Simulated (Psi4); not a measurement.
# Si2H4 (SMILES [SiH][SiH3]) at UTPSS/def2-TZVP

What is the vertical ionisation energy of Si2H4 at UTPSS/def2-TZVP? 

Program for the calculation: Psi4 1.11.

2 further runs of the same task are left out: 2 set aside as unsound or not needed.

## Step 1: The molecule

Si2H4 has 6 atoms, charge 0, and is taken as a triplet. As SMILES, `[SiH][SiH3]`. Geometry: relaxed at GFN2-xTB.

Bond lengths: Si1–Si2 2.254 Å, Si1–H3 1.473 Å, Si2–H4 1.467 Å, Si2–H5 1.474 Å, Si2–H6 1.474 Å. Angles: Si1–Si2–H4 105.5°, Si1–Si2–H5 115.5°, Si1–Si2–H6 115.4°, Si2–Si1–H3 128.8°, H4–Si2–H5 107.9°, H4–Si2–H6 107.9°, H5–Si2–H6 104.3°.

## Step 2: Energy and gradient at UTPSS/def2-TZVP

Contents of job.json:

```json
{
  "schema_name": "qcschema_input",
  "schema_version": 1,
  "molecule": {
    "schema_name": "qcschema_molecule",
    "schema_version": 2,
    "symbols": ["Si", "Si", "H", "H", "H", "H"],
    "geometry": [0.60985241, -2.97798161, 0.5430128, -0.5671635, 0.98883699, -0.46423012, 2.69839663, -3.81312717, 2.18406987, -2.75244279, 0.7106693, -2.14674777, 1.351003, 2.50451072, -1.79729962, -1.33966464, 2.58707286, 1.68121374],
    "molecular_charge": 0,
    "molecular_multiplicity": 3,
    "fix_symmetry": "c1",
    "fix_com": true,
    "fix_orientation": true
  },
  "driver": "gradient",
  "model": {
    "method": "tpss",
    "basis": "def2-TZVP"
  },
  "keywords": {
    "reference": "uks",
    "puream": true,
    "e_convergence": 1e-09,
    "d_convergence": 1e-08,
    "scf_type": "pk",
    "dft_radial_points": 99,
    "dft_spherical_points": 590,
    "maxiter": 200
  }
}
```

Launch:

```
psi4 --qcschema job.json -n 1 --memory 1600MB
```

stdout:

```text
[...]
  Running in c1 symmetry.
[...]
  Nuclear repulsion =   76.540044277768700
[...]
  Multiplicity = 3
[...]
  Nalpha       = 17
  Nbeta        = 15
[...]
    Number of basis functions: 98
[...]
   @UKS iter   1:  -581.25916561579481   -2.95441e-01   4.88944e-03 DIIS/ADIIS
[...]
   @UKS iter  12:  -581.35879325775090   -4.43379e-12   4.64652e-09 DIIS
[...]
   @S^2 Observed:                2.006782106E+00
[...]
    Orbital Energies [Eh]
    ---------------------
    Alpha Occupied:
       1A    -65.686839     2A    -65.672942     3A     -5.123670
       4A     -5.112078     5A     -3.500748     6A     -3.500504
       7A     -3.494238     8A     -3.486696     9A     -3.485188
      10A     -3.485157    11A     -0.530663    12A     -0.455089
      13A     -0.336685    14A     -0.327481    15A     -0.310872
      16A     -0.220483    17A     -0.183617
    Alpha Virtual:
      18A     -0.030195    19A     -0.002490    20A      0.013528
      21A      0.030262    22A      0.048966    23A      0.110994
      24A      0.111850    25A      0.125381    26A      0.135394
[...]
  @UKS Final Energy:  -581.35879325775090
   => Energetics <=
    Nuclear Repulsion Energy =             76.5400442777687005
    One-Electron Energy =                -956.9456872619348360
    Two-Electron Energy =                 342.4037657275189304
    DFT Exchange-Correlation Energy =     -43.3569160011036985
    Empirical Dispersion Energy =           0.0000000000000000
    VV10 Nonlocal Energy =                  0.0000000000000000
    Total Energy =                       -581.3587932577509036
[...]
 Multipole Moments:
 ------------------------------------------------------------------------------------
     Multipole            Electronic (a.u.)      Nuclear  (a.u.)        Total (a.u.)
 ------------------------------------------------------------------------------------
 L = 1.  Multiply by 2.5417464519 to convert [e a0] to [Debye]
 Dipole X            :         -0.5137982            0.5549369            0.0411387
 Dipole Y            :         25.8229087          -25.8588990           -0.0359903
 Dipole Z            :         -0.9918529            1.0241937            0.0323409
 Magnitude           :                                                    0.0635108
[...]
  -Total Gradient:
     Atom            X                  Y                   Z
    ------   -----------------  -----------------  -----------------
       1        0.001704644599     0.013704206978     0.001011733501
       2        0.001352327797    -0.014395737494     0.001331995950
       3       -0.005071921303    -0.000295258586    -0.003926420100
       4        0.005180890517     0.001639015504     0.003995269137
       5       -0.005547529712    -0.000198225889     0.003930642021
       6        0.002383424119    -0.000454431316    -0.006341810253
[...]
```

The result, in JSON:

```text
{
 "driver": "gradient",
 "model": {
  "method": "tpss",
  "basis": "def2-TZVP"
 },
 "success": true,
 "return_result": [0.0017046445986850373, 0.013704206978428599, 0.0010117335007775313, 0.0013523277974792636, -0.01439573749445091, 0.001331995949715982, -0.005071921302641752, -0.0002952585863949808, -0.0039264201001002474, 0.0051808905174521025, 0.0016390155037914206, 0.0039952691368520254, -0.005547529712110449, -0.00019822588898987803, 0.003930642020633271, 0.0023834241189475067, -0.00045443131592079467, -0.006341810253488678],
 "properties": {
  "calcinfo_nbasis": 98,
  "calcinfo_nmo": 98,
  "calcinfo_nalpha": 17,
  "calcinfo_nbeta": 15,
  "calcinfo_natom": 6,
  "nuclear_repulsion_energy": 76.5400442777687,
  "return_energy": -581.3587932577509,
  "return_gradient": [0.0017046445986850373, 0.013704206978428599, 0.0010117335007775313, 0.0013523277974792636, -0.01439573749445091, 0.001331995949715982, -0.005071921302641752, -0.0002952585863949808, -0.0039264201001002474, 0.0051808905174521025, 0.0016390155037914206, 0.0039952691368520254, -0.005547529712110449, -0.00019822588898987803, 0.003930642020633271, 0.0023834241189475067, -0.00045443131592079467, -0.006341810253488678],
  "scf_one_electron_energy": -956.9456872619348,
  "scf_two_electron_energy": 342.40376572751893,
  "scf_xc_energy": -43.3569160011037,
  "scf_dipole_moment": [0.04113871281873316, -0.03599028613904309, 0.03234087867293023],
  "scf_total_energy": -581.3587932577509,
  "scf_total_gradient": [0.0017046445986850373, 0.013704206978428599, 0.0010117335007775313, 0.0013523277974792636, -0.01439573749445091, 0.001331995949715982, -0.005071921302641752, -0.0002952585863949808, -0.0039264201001002474, 0.0051808905174521025, 0.0016390155037914206, 0.0039952691368520254, -0.005547529712110449, -0.00019822588898987803, 0.003930642020633271, 0.0023834241189475067, -0.00045443131592079467, -0.006341810253488678],
  "scf_iterations": 12
 }
}
```

Run time: 90 s. Hardware: 1 thread of Intel Xeon Platinum 8375C at 2.90GHz (Ice Lake), shared host; peak memory 0.81 GiB.

## Step 3: The doublet cation, same level

Contents of job.py:

```python
import psi4

psi4.set_memory('1600 MB')
psi4.set_num_threads(1)
psi4.set_output_file('h4si2.out', False)

mol = psi4.geometry("""
1 2
Si     0.60985241    -2.97798161     0.54301280
Si    -0.56716350     0.98883699    -0.46423012
H      2.69839663    -3.81312717     2.18406987
H     -2.75244279     0.71066930    -2.14674777
H      1.35100300     2.50451072    -1.79729962
H     -1.33966464     2.58707286     1.68121374
units bohr
symmetry c1
""")

psi4.set_options({
    'basis': 'def2-TZVP',
    'reference': 'uks',
    'puream': True,
    'e_convergence': 1e-09,
    'd_convergence': 1e-08,
    'scf_type': 'pk',
    'dft_radial_points': 99,
    'dft_spherical_points': 590,
    'maxiter': 200,
})

E, wfn = psi4.gradient('tpss', molecule=mol, return_wfn=True)
psi4.oeprop(wfn, 'MULLIKEN_CHARGES', 'LOWDIN_CHARGES', 'DIPOLE', title='TPSS')
print('gradient / Eh bohr^-1')
print(E.np.round(6))
print(f'energy = {wfn.energy():.10f} Eh')
for k, v in sorted(psi4.core.scalar_variables().items()):
    print(f'{k:45s} {v:18.10f}')
```

Launch:

```
python job.py
```

h4si2.out (excerpt; [...] marks lines left out):

```text
[...]
  Running in c1 symmetry.
[...]
  Nuclear repulsion =   76.540044277768700
[...]
  Multiplicity = 2
[...]
  Nalpha       = 16
  Nbeta        = 15
[...]
    Number of basis functions: 98
[...]
   @UKS iter   1:  -580.99031347520634   -2.65892e-02   4.32202e-03 ADIIS/DIIS
[...]
   @UKS iter  13:  -581.06466343930413   -3.52429e-12   7.17090e-09 DIIS
[...]
   @S^2 Observed:                7.540518683E-01
[...]
  @UKS Final Energy:  -581.06466343930413
   => Energetics <=
    Nuclear Repulsion Energy =             76.5400442777687005
    One-Electron Energy =                -949.2304776508808573
    Two-Electron Energy =                 334.7082286712562791
    DFT Exchange-Correlation Energy =     -43.0824587374483414
    Empirical Dispersion Energy =           0.0000000000000000
    VV10 Nonlocal Energy =                  0.0000000000000000
    Total Energy =                       -581.0646634393041268
[...]
  -Total Gradient:
     Atom            X                  Y                   Z
    ------   -----------------  -----------------  -----------------
       1       -0.003597975721     0.021087881336    -0.003278531027
       2        0.016928591332    -0.041051457242     0.014040731791
       3       -0.005008994935     0.000515894913    -0.003898597653
       4        0.003095094175     0.006514742408     0.002262930544
       5       -0.011111212295     0.006636676200     0.002433058185
       6       -0.000304768145     0.006297214251    -0.011559063539
[...]
 Multipole Moments:
 ------------------------------------------------------------------------------------
     Multipole            Electronic (a.u.)      Nuclear  (a.u.)        Total (a.u.)
 ------------------------------------------------------------------------------------
 L = 1.  Multiply by 2.5417464519 to convert [e a0] to [Debye]
 Dipole X            :          0.4329813           -0.0592217            0.3737596
 Dipole Y            :         -3.5675352            2.7590956           -0.8084395
 Dipole Z            :          0.4178134           -0.1092692            0.3085442
 Magnitude           :                                                    0.9425870
[...]
  Mulliken Charges: (a.u.)
   Center  Symbol    Alpha    Beta     Spin     Total
       1    SI     7.13684  6.32382  0.81302  0.53933
       2    SI     7.01487  6.92475  0.09012  0.06038
       3     H     0.45940  0.40625  0.05316  0.13435
[...]
```

Standard output:

```text
gradient / Eh bohr^-1
[[-0.003598  0.021088 -0.003279]
 [ 0.016929 -0.041051  0.014041]
 [-0.005009  0.000516 -0.003899]
 [ 0.003095  0.006515  0.002263]
 [-0.011111  0.006637  0.002433]
 [-0.000305  0.006297 -0.011559]]
energy = -581.0646634393 Eh
CURRENT ENERGY                                   -581.0646634393
CURRENT REFERENCE ENERGY                         -581.0646634393
DD SOLVATION ENERGY                                 0.0000000000
DFT FUNCTIONAL TOTAL ENERGY                      -581.0646634393
DFT TOTAL ENERGY                                 -581.0646634393
DFT VV10 ENERGY                                     0.0000000000
DFT XC ENERGY                                     -43.0824587374
GRID ELECTRONS ALPHA                               15.9999999889
GRID ELECTRONS BETA                                14.9999999909
GRID ELECTRONS TOTAL                               30.9999999798
NUCLEAR REPULSION ENERGY                           76.5400442778
ONE-ELECTRON ENERGY                              -949.2304776509
PCM POLARIZATION ENERGY                             0.0000000000
PE ENERGY                                           0.0000000000
SCF ITERATION ENERGY                             -581.0646634393
SCF ITERATIONS                                     13.0000000000
SCF TOTAL ENERGY                                 -581.0646634393
TWO-ELECTRON ENERGY                               334.7082286713
XC GRID RADIAL POINTS                              99.0000000000
XC GRID SPHERICAL POINTS                          590.0000000000
XC GRID TOTAL POINTS                           334158.0000000000
```

Run time: 86 s. Hardware: 1 thread of Intel Xeon Platinum 8375C at 2.90GHz (Ice Lake), shared host; peak memory 0.81 GiB.

## Step 4: Outcome

At UTPSS/def2-TZVP:

| quantity | value |
| --- | --- |
| triplet Si2H4: total energy | -581.35879 Eh |
| triplet Si2H4: dipole moment | 0.16 D |
| triplet Si2H4: HOMO energy (highest over α and β) | -5.00 eV |
| triplet Si2H4: LUMO energy (lowest over α and β) | -3.91 eV |
| triplet Si2H4: ⟨S²⟩ | 2.007 |
| triplet Si2H4: largest force on an atom | 0.747 eV/Å |
| doublet cation: total energy | -581.06466 Eh |
| doublet cation: HOMO energy (highest over α and β) | -12.45 eV |
| doublet cation: LUMO energy (lowest over α and β) | -10.87 eV |
| doublet cation: ⟨S²⟩ | 0.754 |
| doublet cation: largest force on an atom | 2.395 eV/Å |
| vertical ionisation energy (to the doublet cation) | 8.004 eV |

The vertical ionisation energy comes to 8.00 eV (185 kcal/mol). The largest force (triplet Si2H4) is 0.75 eV/Å: the shape isn't a stationary point for this species at this level.
